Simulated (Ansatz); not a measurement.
BClHO (`O[B]Cl`) radical, relaxed with UKS PBE0-D4/def2-TZVP in the Gaussian-basis code of Ansatz from a PBE-D4/def2-SVP geometry. The force threshold is 0.005 eV/Å; the program also tests the step.

Total charge 0; spin multiplicity 2.

Start:

```xyz
4

O     0.792    0.198   -0.120
B    -0.462   -0.047    0.302
Cl   -1.681   -0.719   -0.770
H     1.351    0.568    0.588
```

Task: By how much does the energy fall, and how many steps does the optimiser take? (Best estimate.)

Result: The calculation gave: 0.01 eV, in 5 steps.

Task: Which bonds change most? (Best estimate.)

Result: Computed: B2–Cl3 from 1.757 to 1.740 Å; O1–H4 from 0.975 to 0.961 Å; O1–B2 from 1.345 to 1.334 Å.

Task: Give the relaxed structure. (Estimate.)

Result: The calculation gave: 
```xyz
4

O     0.784    0.198   -0.110
B    -0.462   -0.049    0.297
Cl   -1.669   -0.714   -0.765
H     1.347    0.564    0.578
```
